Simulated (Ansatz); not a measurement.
# BH7NP: the cost of one run

Method: RKS PBE/def2-SVP, in Ansatz 0.2.0.

### Step 1. The starting structure

Bond lengths: B1–N2 1.804 Å, B1–H3 1.166 Å, B1–H4 1.169 Å, B1–P6 2.226 Å, N2–H7 1.009 Å, N2–H8 1.009 Å, P6–H9 1.386 Å, P6–H10 1.390 Å. Angles: B1–N2–H7 113.7°, B1–N2–H8 115.4°, H7–N2–H8 112.2°, N2–B1–H3 110.1°, N2–B1–H4 108.9°, N2–B1–P6 83.5°, H3–B1–H4 122.4°, H3–B1–P6 113.5°, H4–B1–P6 111.6°, B1–P6–H9 100.3°, B1–P6–H10 119.0°, H9–P6–H10 92.8°.

As a file:

```xyz
10

B    -0.1185   -0.8486    0.5694
N     1.0887    0.4913    0.5989
H     0.3539   -1.8021    0.0924
H    -0.6819   -0.8733    1.5938
H     0.2808    1.2665   -0.1275
P    -1.1557    0.4584   -0.9040
H     1.9374    0.2847    0.0935
H     1.2725    0.8891    1.5074
H    -0.5537    0.0336   -2.0782
H    -2.4236    0.1004   -1.3456
```

### Step 2. Pulling towards end A

Springs on the bonds that form and break draw the guess towards this end; the thresholds are loose.

input.yaml reads:

```yaml
crystal:
  periodic: [false, false, false]
  atoms:
    - { symbol: B, position_ang: [-0.1185, -0.8486, 0.5694] }
    - { symbol: "N", position_ang: [1.0887, 0.4913, 0.5989] }
    - { symbol: H, position_ang: [0.3539, -1.8021, 0.0924] }
    - { symbol: H, position_ang: [-0.6819, -0.8733, 1.5938] }
    - { symbol: H, position_ang: [0.2808, 1.2665, -0.1275] }
    - { symbol: P, position_ang: [-1.1557, 0.4584, -0.904] }
    - { symbol: H, position_ang: [1.9374, 0.2847, 0.0935] }
    - { symbol: H, position_ang: [1.2725, 0.8891, 1.5074] }
    - { symbol: H, position_ang: [-0.5537, 0.0336, -2.0782] }
    - { symbol: H, position_ang: [-2.4236, 0.1004, -1.3456] }
basis:
  gaussian: { orbitals: def2-SVP }
hamiltonian:
  xc: pbe
relax:
  f_tol: 0.15
  max_steps: 25
  restrain:
    - { distance: [0, 5], at: 3.21, k: 30.0 }
    - { distance: [4, 1], at: 2.32, k: 30.0 }
    - { distance: [0, 1], at: 1.55, k: 30.0 }
    - { distance: [4, 5], at: 1.38, k: 30.0 }
output:
  orbitals: {}
```

Run with:

```console
$ ansatz run input.yaml --threads 2 --pin off --max-ram 3072MiB --backend cpu --events-out ev --progress --plain --runs-dir out
```

**Question.** How long does this run take on 2 threads of AMD EPYC 9R14 (Zen 4), shared host, and how much memory does it need?

About 9 s, with a peak of 0.14 GiB.
